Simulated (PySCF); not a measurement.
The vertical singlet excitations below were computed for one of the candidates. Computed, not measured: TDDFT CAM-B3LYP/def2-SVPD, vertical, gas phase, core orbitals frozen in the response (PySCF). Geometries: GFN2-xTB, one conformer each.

```csv
state,λ (nm),f
S1,202.1,0.0006
S2,174.7,0.0033
S3,162.5,0.120
S4,160.4,0.347
S5,148.9,0.0020
S6,147.3,0.0035
S7,145.9,0.024
S8,140.7,0.0068
```

Triplets computed (Tamm–Dancoff): 4.51, 5.55, 6.67 eV.

Orbital energies (eV): HOMO-3 -12.43, HOMO-2 -11.86, HOMO-1 -10.80, HOMO -9.53, LUMO 0.55, LUMO+1 0.93, LUMO+2 1.18.

Problem. Which candidate is it? All have the formula C4H5FO.
A. `C=CCC(=O)F`
B. `FC1=COCC1`
C. `C=C(C)C(=O)F`
D. `CO[C@@H]1C=C1F`

Solution. A. Its S1 lies at 6.14 eV; the nearest of the others has S1 at 5.86 eV. S1 is HOMO-1→LUMO (90%). Löwdin shares by element: HOMO carbon 83% or more (atoms not listed hold the other 17%); LUMO carbon 49% or more, oxygen 32%, fluorine 9%. At the same level the other candidates give, for their lowest levels:
- `CO[C@@H]1C=C1F`: 184 nm (f 0.004); 176 nm (f 0.030); 168 nm (f 0.034); 166 nm (f 0.014); 164 nm (f 0.049); T1 4.79 eV; HOMO -9.12, LUMO 1.24 eV
- `C=C(C)C(=O)F`: 231 nm (f 0.000); 199 nm (f 0.336); 165 nm (f 0.000); 157 nm (f 0.002); 157 nm (f 0.010); T1 3.70 eV; HOMO -9.82, LUMO -0.87 eV
- `FC1=COCC1`: 212 nm (f 0.006); 199 nm (f 0.146); 199 nm (f 0.003); 180 nm (f 0.003); 175 nm (f 0.000); T1 3.97 eV; HOMO -7.56, LUMO 1.30 eV

Conformer computed: `[CH2:1]=[CH:2][CH2:3][C:4](=[O:5])[F:6]`: C1–C2–C3–C4 132°, C2–C3–C4–O5 7°.
